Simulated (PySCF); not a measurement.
**Core-level binding energies of sulfur dicyanide**

Sulfur dicyanide, C2N2S.
Geometry (GFN2-xTB, Å), atoms numbered from 1 in this order:
```xyz
5
C2N2S angstrom
N     -2.193   -0.146    0.005
C     -1.156   -0.013    0.467
S      0.367    0.186    1.182
C      1.204    0.037   -0.283
N      1.787   -0.061   -1.260
```

The calculation used delta-SCF UKS SCAN, pcX-2 on the ionised atom, pcseg-1 elsewhere, spin-free X2C in PySCF 2.14.0. These are vertical core ionisation energies against the vacuum level, from separate self-consistent calculations with and without the core hole.

Q: What binding energy does each computed site have?

A: 
```
atom(s)           environment  level  binding energy (eV)  count
     S3  sulfur bonded to 2 C   S 1s              2481.33      1
  N1/N5        cyano nitrogen   N 1s               406.16      2
  C2/C4          cyano carbon   C 1s               293.59      2
```

Q: Which effective nuclear charge Zeff reproduces each element's mean 1s value in the hydrogen-like formula E = 13.606 eV × Zeff²?

A: C (Z = 6): mean 293.6 eV, Zeff = 4.65, Z − Zeff = 1.35; N (Z = 7): mean 406.2 eV, Zeff = 5.46, Z − Zeff = 1.54; S (Z = 16): mean 2481.3 eV, Zeff = 13.50, Z − Zeff = 2.50. Means run over the listed sites, weighted by atom count.

Atoms equivalent by their bonding share one computed value, that of the first of them. Not every level is listed. Geometry: GFN2-xTB; no solvent, vibrations or thermal averaging.
